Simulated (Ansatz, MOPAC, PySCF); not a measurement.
Complex: C2H4 (SMILES C=C) (first 6 atoms) with C2H2 (SMILES C#C); geometry from A24 set.
(charge 0, multiplicity 1):
```xyz
10

H     -0.92396     1.23196    -1.68478
H      0.92396     1.23196    -1.68478
H      0.92396    -1.23196    -1.68478
H     -0.92396    -1.23196    -1.68478
C      0.00000     0.66718    -1.68478
C      0.00000    -0.66718    -1.68478
H      0.00000    -1.66786     1.81522
H      0.00000     1.66786     1.81522
C      0.00000    -0.60340     1.81522
C      0.00000     0.60340     1.81522
```

Monomers are frozen at their geometry in the pair; levels with a basis set take the counterpoise correction. Rows marked so take none.

Rows in 6-311+G**, 6-31G* carry no dispersion term and start afresh at each structure (6-31G* with six Cartesian d functions). The state reached by PM7 isn't checked; PM7 holds dispersion and hydrogen-bond terms.

Codes used: Ansatz (a program for electronic structure); MOPAC for PM7 (differences of heats of formation); PySCF for 6-311+G** rows, 6-31G* rows, the dispersion terms. Values without a source in brackets are computed.

### Question
One of these levels gives -0.59 kcal/mol for the interaction energy. Name it.
A) PM7
B) revPBE-D3(BJ)/def2-TZVPPD
C) B3LYP/6-311+G** (no counterpoise)
D) BP86/6-31G* (no counterpoise)

### Answer
A, PM7. The others give 2.11 (BP86/6-31G* (no counterpoise)), 0.79 (revPBE-D3(BJ)/def2-TZVPPD), 2.51 (B3LYP/6-311+G** (no counterpoise))
